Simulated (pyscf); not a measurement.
A first-order saddle from PySCF, ωB97X-D3(BJ)/def2-SVP:

```
N
H 1 1.0248
H 1 1.3929 2 100.31
H 3 0.8663 1 157.74 2 -63.27
Ga 1 1.8522 2 120.64 3 -121.65
H 5 1.5588 1 117.71 2 136.84
H 5 1.5638 6 125.65 1 -172.63
```
Charge 0, spin multiplicity 2.

Surface: doublet, charge 0. Lowest wavenumbers (cm⁻¹): 1032i, 226, 256, 450, 544.

Which two sides does it connect, and which bonds change?

H₂N–GaH₂ + H atom (H•) <-> •HN–GaH₂ + hydrogen (H₂), a hydrogen abstraction read from left to right: H–N broken and H–H formed. At ωB97M-D3(BJ)/def2-TZVP it lies +18.5 kcal/mol from the left side and +6.7 kcal/mol from the right (each side as separated species at their lowest minima found). •HN–GaH₂ lies 34.2 kcal/mol over its isomer [H₂N–GaH]• (electronic energy, ωB97M-D3(BJ)/def2-TZVP). This is the saddle that the search found; another between the same sides may lie lower. The angle at the transferred H is 158°. Elements up to Kr have no core potential and no relativistic terms here.
